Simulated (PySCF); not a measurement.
Compound: C4H10N2.
Geometry (GFN2-xTB, Å), atoms numbered from 1 in this order:
```xyz
16
C4H10N2 angstrom
C     -2.3018   -0.5973   -0.1457
C     -1.0349    0.0811    0.3555
N     -0.1646    0.3955   -0.7673
C      1.0751    1.0306   -0.3838
C      2.0906    0.1418    0.2792
N      1.9225   -1.0999    0.3211
H     -2.7910    0.0291   -0.8867
H     -2.9868   -0.7716    0.6800
H     -2.0614   -1.5532   -0.6052
H     -0.5418   -0.5654    1.0983
H     -1.2923    1.0269    0.8451
H      0.0578   -0.4683   -1.2552
H      1.5456    1.4445   -1.2858
H      0.8539    1.8737    0.2798
H      2.9624    0.6779    0.6862
H      2.6590   -1.6364    0.7731
```

A PySCF run (density fitting, gas phase, GFN2-xTB geometry) gave HOMO -7.21 eV, LUMO -2.10 eV, dipole 2.00 D and E = -274.307 Eh.

Question: Which of these levels was it?
A. PBE0/def2-SVPD
B. PBE0/6-311+G(2d,p)
C. WP04/def2-SVP
D. PBE0/pcSseg-1
E. X3LYP/pcSseg-1

Answer: C. It is WP04/def2-SVP. All candidates on this geometry:

```json
{"level and settings": "WP04/def2-SVP, start guess vsap", "kind": "global hybrid fitted to proton shifts", "basis functions": "134", "SCF cycles": "14", "E (Eh)": "-274.3066", "HOMO (eV)": "-7.21", "LUMO (eV)": "-2.10", "dipole (D)": "2.00"}
{"level and settings": "X3LYP/pcSseg-1, fitting basis def2-qzvpp-jkfit, level shift 0.3 Eh", "kind": "global hybrid", "basis functions": "152", "SCF cycles": "12", "E (Eh)": "-267.7617", "HOMO (eV)": "-6.07", "LUMO (eV)": "-0.14", "dipole (D)": "2.14"}
{"level and settings": "PBE0/def2-SVPD", "kind": "global hybrid", "basis functions": "200", "SCF cycles": "14", "E (Eh)": "-267.4234", "HOMO (eV)": "-6.34", "LUMO (eV)": "-0.20", "dipole (D)": "2.10"}
{"level and settings": "PBE0/6-311+G(2d,p)", "kind": "global hybrid", "basis functions": "222", "SCF cycles": "14", "E (Eh)": "-267.6776", "HOMO (eV)": "-6.35", "LUMO (eV)": "-0.20", "dipole (D)": "2.10"}
{"level and settings": "PBE0/pcSseg-1", "kind": "global hybrid", "basis functions": "152", "SCF cycles": "14", "E (Eh)": "-267.5653", "HOMO (eV)": "-6.25", "LUMO (eV)": "0.00", "dipole (D)": "2.17"}
```

The nearest other candidate, by the summed differences of HOMO and LUMO, is PBE0/6-311+G(2d,p): its HOMO differs by +0.86 eV and its LUMO by +1.90 eV. Cycle counts include a coarse-grid stage where the run had one. All basis functions are spherical, in the Pople sets too. WP04 was designed for NMR shieldings or shifts; total energies of different functionals aren't comparable.
